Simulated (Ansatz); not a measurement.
Cartesian coordinates in Å:
```
N -0.692 -0.638 -0.280
B 0.222 0.253 -0.805
S 1.409 1.332 -0.036
H -1.305 -1.186 -0.858
H -0.813 -0.806 0.709
H 1.180 1.044 1.269
```

The species carries charge 0 and has multiplicity 2.

(1) List the PBE0/def2-TZVPP orbital energies in eV (Ansatz 0.2.0). (Estimate.)

## Answers

(1) Ansatz gave: α occupied: -2422.32, -391.68, -217.68, -185.49, -161.52, -161.41, -161.34, -24.76, -20.62, -14.82, -14.65, -12.49, -9.59, -9.39, -7.40, -5.75. α empty: 0.35, 0.73, 0.87, 2.18, 2.56, 3.00, 3.92, 4.22. β occupied: -2422.32, -391.69, -217.67, -185.15, -161.52, -161.40, -161.34, -24.69, -20.47, -14.52, -14.45, -12.15, -9.48, -9.31, -7.42. β empty: -1.32, 0.98, 0.99, 1.14, 2.47, 2.67, 3.34, 4.20. ⟨S²⟩ = 0.754.
